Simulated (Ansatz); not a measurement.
Ansatz (a program for electronic structure) input (CCSD(T)/aug-cc-pVDZ):

Ansatz 0.2 input:
```yaml
crystal:
  periodic: [false, false, false]
  atoms:
    - {symbol: N, position_ang: [-0.01289421, 0.71390346, -0.08274131]}
    - {symbol: N, position_ang: [0.01143230, -0.71580235, -0.06455095]}
    - {symbol: H, position_ang: [0.22690319, 1.11743039, 0.81759820]}
    - {symbol: H, position_ang: [-0.95122073, 1.00639896, -0.32213030]}
    - {symbol: H, position_ang: [-0.21034728, -1.09592557, 0.85047264]}
    - {symbol: H, position_ang: [0.94489814, -1.01461151, -0.31489471]}
basis:
  gaussian:
    orbitals: aug-cc-pVDZ
magnetization: {spin_polarized: false}
correlation: {method: ccsd_t, electrons: outside_noble_gas}
output: {forces: true}
```

Output:

```
Functional definition: HF
integrals: 0.07 GiB planned
792 factors; integrals over basis functions are off by at most 8.5e-4 eV
mean field: 0.16 GiB planned
mean field evaluation 1: about -3023.8552 eV, gradient 3.1e1 eV
mean field evaluation 2: about -3023.8556 eV, gradient 3.1e1 eV
mean field evaluation 4: about -3025.9145 eV, gradient 2.4e0 eV
mean field evaluation 8: about -3025.9352 eV, gradient 1.9e-4 eV
mean field evaluation 16: about -3025.9352 eV, gradient 1.2e-1 eV
mean field -3025.93517318 eV, -111.2010665618 hartree, gradient 1.4e-6 eV, S^2 0.000000; 0 other end points of the search recorded, 0 dependent functions left out
2 core orbitals not correlated
reference -3025.93517318 eV, -111.2010665618 hartree; 7, 7 occupied and 73, 73 virtual orbitals, 792 factors
densities: 0.33 GiB planned
second order -10.12469029 eV of doubles, -0.00000000 eV of singles
coupled cluster: 0.24 GiB planned
cycle   1  -10.45857783 eV  change   -3.3e-1 eV  update   6.4e-2
cycle   2  -10.70597721 eV  change   -2.5e-1 eV  update   1.8e-2
cycle   3  -10.75725636 eV  change   -5.1e-2 eV  update   8.2e-3
cycle   4  -10.75479662 eV  change    2.5e-3 eV  update   2.0e-3
cycle   5  -10.75484805 eV  change   -5.1e-5 eV  update   7.9e-4
cycle   6  -10.75495267 eV  change   -1.0e-4 eV  update   2.7e-4
cycle   7  -10.75481884 eV  change    1.3e-4 eV  update   1.1e-4
cycle   8  -10.75479078 eV  change    2.8e-5 eV  update   4.2e-5
cycle   9  -10.75479776 eV  change   -7.0e-6 eV  update   1.5e-5
cycle  10  -10.75479431 eV  change    3.4e-6 eV  update   5.8e-6
perturbative correction -0.31881288 eV, -0.0117161572 hartree
the calculation of the forces begins
Total energy: -3037.00878037 eV, -111.6080141201 hartree
Atom 0 at    -0.012894     0.713903    -0.082741 Å, force     0.399671     0.255074    -0.310562 eV/Å
Atom 1 at     0.011432    -0.715802    -0.064551 Å, force    -0.405690    -0.262892    -0.295891 eV/Å
Atom 2 at     0.226903     1.117430     0.817598 Å, force     0.030333     0.115651     0.335476 eV/Å
Atom 3 at    -0.951221     1.006399    -0.322130 Å, force    -0.373559     0.084580    -0.031344 eV/Å
Atom 4 at    -0.210347    -1.095926     0.850473 Å, force    -0.023640    -0.106957     0.338882 eV/Å
Atom 5 at     0.944898    -1.014612    -0.314895 Å, force     0.372885    -0.085456    -0.036560 eV/Å
Dipole moment:     0.003955     0.005137     0.398437 e Å
```
